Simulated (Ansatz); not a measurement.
Results of PBE-D3(BJ) (Ansatz, an electronic-structure program, plane waves, PAW) for corundum Cr2O3.

Settings: plane-wave cutoff 520 eV, 8×8×8 k mesh, Fermi–Dirac smearing 0.01 eV, spin-polarised with opposed moments, scalar-relativistic PAW data made under PBE.

Cell (relaxed at this level):

```xyz
10
Lattice="4.7970 -2.4522 0.0314 4.7970 2.4522 0.0314 3.5169 0.0000 4.0813" Properties=species:S:1:pos:R:3 pbc="T T T"
Cr    11.0787     0.0000     3.5017
Cr     4.5232     0.0000     1.4297
Cr     2.0323     0.0000     0.6424
Cr     8.5878     0.0000     2.7144
O      5.0362    -0.9177     3.0767
O      5.4367     1.6850     1.8095
O      8.0748     0.9177     1.0674
O      7.1952     0.7673     3.8502
O      7.6742    -1.6850     2.3346
O      5.9158    -0.7673     0.2939
```
Starting moments (μB, in the order of the record's atoms Cr Cr Cr Cr O O O O O O): -3.0 -3.0 3.0 3.0 0.0 0.0 0.0 0.0 0.0 0.0.

Task: Predict the bulk modulus B0, magnetic moment (largest site, within a sphere), band gap and Γ–Γ gap.

Result: 
* **bulk modulus B0**: 213 GPa
* **magnetic moment (largest site, within a sphere)**: 2.19 μB
* **band gap**: 1.59 eV (indirect)
* **Γ–Γ gap**: 1.83 eV

Measured, for comparison: band gap 3.3 ± 0.1 eV (temperature not stated, no zero-point or thermal correction, middle of the range; as tabulated in Medasani et al. (2019), arXiv:1904.04625); bulk modulus 234 GPa (temperature not stated, no zero-point or thermal correction, our sources range from 206 to 245; as tabulated in Toher et al. (2017), arXiv:1611.05714). Computed (rounded) less measured: band gap -1.71 eV, bulk modulus not scored (sources differ).

Note: without U or exact exchange, gaps and moments of open d shells tend to come out too small; the bulk modulus comes from volumes at which shape and atoms were relaxed.

Moments are spin moments.

Static lattice: no zero-point or thermal effects.

It cost roughly 50 core-minutes of CPU time.
